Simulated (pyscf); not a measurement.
Optimised with ωB97X-D3(BJ)/def2-SVP in PySCF.

Problem. HO–Zr(F)(F)–F + H₂ -> H₂O + F–ZrH(F)–F
Surface: singlet. Broken: O–Zr, H–H. Formed: H–O, H–Zr. Give ΔE‡ and ΔE from ωB97M-D3(BJ)/def2-TZVP, relative to the separated reactants.

Solution. ΔE‡ = 32.7 kcal/mol, ΔE = +38.4 kcal/mol. Zero-point energy shifts the barrier by +2.6 kcal/mol. It is a four-centre exchange, with an imaginary mode of 1144i cm⁻¹. On the product side the descent ends in an adduct with a O–Zr contact, 20.4 kcal/mol under the separated species and 12.3 kcal/mol under the saddle at ωB97X-D3(BJ)/def2-TZVP. At ωB97M-D3(BJ) the saddle lies under the separated products, which points to a path from their complex (located at ωB97X-D3(BJ) alone), and parting the products costs more than the saddle. What is counted as broken (O–Zr) persists as a longer contact in the product adduct; parting that adduct is a step of its own. At the saddle there is also a short H–Zr contact that neither side keeps. One saddle was located; it need not be the lowest between these sides. Elements past Kr carry the def2 core potentials, without spin-orbit coupling.
